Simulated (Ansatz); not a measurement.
# SiClO− (SMILES O=[Si-]Cl): functionals against CCSD(T) at one geometry

The atoms stand at a structure displaced at random from a GFN2-xTB minimum. How far do the functionals agree with CCSD(T) there?

The runs use Ansatz 0.2.0, Gaussian basis; single points in def2-TZVPPD.

Cores are frozen in the correlated methods.

## (1) The system as given

3 atoms, charge -1, spin multiplicity 1.

Atoms are counted from 1 here; the program's logs count them from 0.

Bond lengths: O1–Si2 1.449 Å.

As a file:

```tsv
atom	x (Å)	y (Å)	z (Å)
O1	0.3655	1.4116	0.3974
Si2	0.7514	0.0152	0.4308
Cl3	-1.1871	-1.4452	-0.7539
```

## (2) CCSD(T)/def2-TZVPPD

Contents of run/in.yaml:

```yaml
crystal:
  periodic: [false, false, false]
  atoms:
    - {symbol: O, position_ang: [0.365500, 1.411600, 0.397400]}
    - {symbol: Si, position_ang: [0.751400, 0.015200, 0.430800]}
    - {symbol: Cl, position_ang: [-1.187100, -1.445200, -0.753900]}
basis:
  gaussian: {orbitals: "def2-TZVPPD.json"}
total_charge: -1
correlation: {method: ccsd_t}
output: {forces: true}
```

The basis file named in the input lies beside it (Basis Set Exchange, JSON).

No record of the launch command was kept for these runs.

## (3) PBE0-D4/def2-TZVPPD

run/in.yaml, as its differences from that of step 2:

```diff
@@ -9,3 +9,3 @@
 total_charge: -1
-correlation: {method: ccsd_t}
-output: {forces: true}
+hamiltonian: {xc: pbe0, dispersion: d4}
+output: {forces: true, orbitals: {seedname: orbitals}}
```

## (4) wB97M-V/def2-TZVPPD

run/in.yaml, as its differences from that of step 3:

```diff
@@ -9,3 +9,3 @@
 total_charge: -1
-hamiltonian: {xc: pbe0, dispersion: d4}
-output: {forces: true, orbitals: {seedname: orbitals}}
+hamiltonian: {xc: {name: wB97M-V}}
+output: {forces: true}
```

## (5) r2SCAN-D4/def2-TZVPPD

run/in.yaml, as its differences from that of step 4:

```diff
@@ -9,3 +9,3 @@
 total_charge: -1
-hamiltonian: {xc: {name: wB97M-V}}
+hamiltonian: {xc: r2scan, dispersion: d4}
 output: {forces: true}
```

## (6) PBE-D4/def2-TZVPPD

run/in.yaml, as its differences from that of step 5:

```diff
@@ -9,3 +9,3 @@
 total_charge: -1
-hamiltonian: {xc: r2scan, dispersion: d4}
+hamiltonian: {xc: pbe, dispersion: d4}
 output: {forces: true}
```

## (7) B97M-V/def2-TZVPPD

run/in.yaml, as its differences from that of step 6:

```diff
@@ -9,3 +9,3 @@
 total_charge: -1
-hamiltonian: {xc: pbe, dispersion: d4}
+hamiltonian: {xc: {name: B97M-V}}
 output: {forces: true}
```

## (8) CAM-B3LYP-D4/def2-TZVPPD

run/in.yaml, as its differences from that of step 7:

```diff
@@ -9,3 +9,3 @@
 total_charge: -1
-hamiltonian: {xc: {name: B97M-V}}
+hamiltonian: {xc: {name: CAM-B3LYP}, dispersion: d4}
 output: {forces: true}
```

(Steps that only read results are left out.)

What does the calculation give? Wanted: RMS force component; RMS force error; HOMO and LUMO, PBE0-D4; T1 diagnostic.

As calculated:

```
              quantity                                                                                               value
   RMS force component                                                                2.491 to 3.138 eV/Å over the methods
       RMS force error  PBE0-D4 0.302, wB97M-V 0.305, r2SCAN-D4 0.141, PBE-D4 0.198, B97M-V 0.360, CAM-B3LYP-D4 0.451 eV/Å
HOMO and LUMO, PBE0-D4                                                                                   -2.08 and 3.19 eV
         T1 diagnostic                                                                                               0.017
```

In words: The forces of r2SCAN-D4 come nearest to CCSD(T), those of CAM-B3LYP-D4 are farthest. Frozen-core CCSD(T) forces in triple zeta carry basis errors of their own, and this is one geometry, so small gaps rank nothing.
